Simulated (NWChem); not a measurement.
# sulfur dioxide (SO2); SMILES O=S=O

Computed with NWChem. Medium grid unless said otherwise, to which SCAN and Minnesota functionals are sensitive. The geometry was optimised at PBE0/def2-SVP. Hybrids' shares of exact exchange are those that their runs print; pure functionals count as 0. The functionals differ in more than this share.

```
row                                     share of exact exchange  highest occupied level (eV)
--------------------------------------  -----------------------  ---------------------------
LDA (Slater exchange, VWN5)/def2-TZVPD                     0.00                        -8.30
PBE/def2-TZVPD                                             0.00                        -8.10
B3LYP/def2-TZVPD                                           0.20                        -9.46
PBE0/def2-TZVPD                                            0.25                        -9.67
M06-2X/def2-TZVPD                                          0.54                       -11.19
Hartree-Fock/def2-TZVPD                                    1.00                     withheld
```

**Question.** Fit a straight line of the last column on the one before it, predict the withheld value, and compare with the run.

**Answer.** 
1. Means of the 5 shown rows: x = 0.198, y = -9.344. Slope Σ(x − x̄)(y − ȳ)/Σ(x − x̄)² = -1.102/0.1981 = -5.561; intercept -8.243.
2. The shown rows scatter about the line by 0.088 (root mean square); the largest residual is +0.14, at PBE/def2-TZVPD.
3. At x = 1.00 (Hartree-Fock/def2-TZVPD; beyond the shown range) the line gives -13.80.
4. The run gives -13.60, +0.20 from the line, 2.3 times the scatter.
